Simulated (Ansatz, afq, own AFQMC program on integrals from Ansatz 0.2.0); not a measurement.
# BH$_{3}$Br, doublet in cc-pVTZ, levels against AFQMC with the constraint released

```xyz
5

Br   -0.4828    0.0000    0.0000
H     1.6292    0.0000    0.0000
B     2.7992    0.0000    0.0000
H     3.3083    0.0000    1.0770
H     3.3083    0.0000   -1.0770
```

Connectivity, by distances: Br ··· BH3.

Basis cc-pVTZ. Only valence electrons are correlated. AFQMC by an in-house program on the Cholesky factors that Ansatz 0.2.0 writes for its CCSD(T) run. ph-AFQMC/CISD is guided by a CISD state made of CCSD amplitudes; releasing the constraint for a short imaginary time cuts its bias at the price of noise, slowly where states lie close. Uncertainties: one standard error, sampling alone. No spin–orbit coupling.

Determinant: UHF, the one that the program's search chose, which needn't be the lowest solution. The geometry is a point of a scan.

No full CI on the walks' own integrals is used here. The released AFQMC energy serves as the reference, which it does only where one determinant dominates, the energy is flat over the last release times and near the phaseless one (40 meV or 2 meV an electron, half that with transition metals). On small molecules, where full CI could be run and the noise was under 10 meV, such values lay within 10 meV of it in 19 cases of 20, a flattering rate, since the rule was set on those same cases; what remains of the bias isn't in the error bar.

Cautions: no relativity below Rb; no spin-orbit coupling; inner d shell frozen; the released value is read at 2.40 1/Eh with a noise of 10 meV, more than in the cases checked (meV from the phaseless value at times in 1/Eh: -5 ± 6 at 0.24, -10 ± 5 at 0.51, -22 ± 5 at 0.99, -27 ± 7 at 1.62, -15 ± 10 at 2.40).

- T1 diagnostic: 0.0107
- weight of the determinant in the CISD state: 0.879
- ⟨S²⟩ of the determinant: 0.762
- size of the correlated space: 13 electrons in 100 orbitals

Reference: AFQMC with the constraint released, correlation energy -8.306 ± 0.010 eV.

```tsv
level	E − E(reference) (kcal/mol)	share of correlation (%)
HF	191.54 ± 0.24	0.00
MP2	31.28 ± 0.24	83.67
CCSD	5.90 ± 0.24	96.92
CCSD(T)	0.78 ± 0.24	99.59
ph-AFQMC/CISD	0.35 ± 0.27	99.82
```

A walk keeps the symmetry of its determinant, which the program's search chose and which needn't be the lowest solution, so a lower state of the same spin and another symmetry isn't excluded. Released energies are given only where the last usable release times agree within the noise; a slower fall can still hide under it.
